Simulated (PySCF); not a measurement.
Computed spin Hamiltonian

Compound: C₄H₆N (doublet state).
Cartesian coordinates in Å at the GFN2-xTB level; atoms count from 1:
```xyz
11
C4H6N angstrom
C      1.6504   -0.4783    0.1844
C      0.4884    0.2388   -0.3615
C     -0.8268   -0.1857    0.3242
C     -1.9417    0.5453   -0.2167
N     -2.8097    1.1395   -0.6648
H      1.7077   -0.7020    1.2319
H      2.4904   -0.7120   -0.4376
H      0.6016    1.3261   -0.2154
H      0.4133    0.0791   -1.4408
H     -1.0010   -1.2545    0.1712
H     -0.7672    0.0064    1.3991
```

The hyperfine couplings belong to this conformer and change with its torsions.

Identity: `[CH2]CCC#N` [radical].

Computed, not measured: UKS B3LYP, pcH-1 on C H N, non-relativistic, mean-field spin-orbit, GIAO in PySCF 2.14.0. Geometry: GFN2-xTB, one conformer, isolated molecule. GFN2-xTB frequencies show an imaginary mode (28i cm⁻¹), so this geometry is no minimum at that level. A GFN2-xTB geometry isn't a minimum of the functional, and hyperfine couplings can be far from their values at a DFT geometry. Stability of the SCF solution: not tested.

```json
{
  "g1, g2, g3": "2.00220, 2.00276, 2.00289",
  "g_iso": "2.00261",
  "Form of g": "rhombic: the two nearest values differ by 19 % of g3 − g1",
  "⟨S²⟩": "0.7536 (exact 0.7500)",
  "α and β electrons": "19, 18",
  "HOMO–LUMO gap, α and β orbitals": "6.80, 6.96 eV",
  "Total energy": "-210.72904 Eh"
}
```

Isotropic coupling and dipolar principal values T1 to T3, in mT; ρ(0) is the spin density at the nucleus (MHz turned into mT with g_iso):

```
atom  isotope  a_iso     T1     T2    T3  Mulliken spin population  ρ(0) (bohr⁻³)
  C1      13C   3.20  -2.92  -2.89  5.81                      1.08         0.0797
  C2      13C  -1.24  -0.09   0.01  0.08                     -0.09        -0.0308
  C3      13C   1.32  -0.09  -0.08  0.17                      0.02         0.0329
  C4      13C   0.04  -0.03  -0.01  0.03                      0.00         0.0010
  N5      14N   0.01  -0.01   0.00  0.01                      0.00         0.0006
  H6       1H  -2.24  -1.41  -0.01  1.42                     -0.04        -0.0140
  H7       1H  -2.31  -1.41  -0.01  1.42                     -0.05        -0.0145
  H8       1H   5.54  -0.22  -0.10  0.32                      0.06         0.0348
  H9       1H   1.10  -0.18  -0.15  0.34                      0.01         0.0069
 H10       1H  -0.09  -0.16  -0.08  0.25                      0.00        -0.0006
 H11       1H  -0.05  -0.11  -0.10  0.21                      0.00        -0.0003
```

The Mulliken spin populations are largest on C1 (+1.08), C2 (-0.09) and H8 (+0.06). No atom but C1 exceeds +0.15. The angles at C1 add up to 359.8°, so it is planar; its axial dipolar tensor and the negative couplings of its protons fit spin in a p orbital normal to that plane.

Axes: g2 points within 15° of the C1–C2 bond.

Under fast tumbling the dipolar parts average out, and these isotropic splittings remain: 2 × 1H (H8/H9, I = 1/2, 3 lines) with 3.32 mT, 2 × 1H (H6/H7, I = 1/2, 3 lines) with 2.27 mT and 2 × 1H (H10/H11, I = 1/2, 3 lines) with 0.07 mT.

Nuclei that the bonding pattern makes equivalent are averaged, as if the motion that swaps them (rotation, inversion, ring flip) were fast. The 1H value of +93.1 MHz is a mean of couplings from 30.8 to 155.4 MHz in this one geometry, not an average over conformers.

The 13C coupling of C1 (89.6 MHz) shows only in satellite lines or after enrichment, since that isotope makes up about 1.07 % of natural carbon.

β density exceeds α density at some nuclei, such as C2 (-0.0308) and H6/H7 (-0.0142), spin density in bohr⁻³. In a single determinant that takes different orbitals for the two spins, that is spin polarisation.
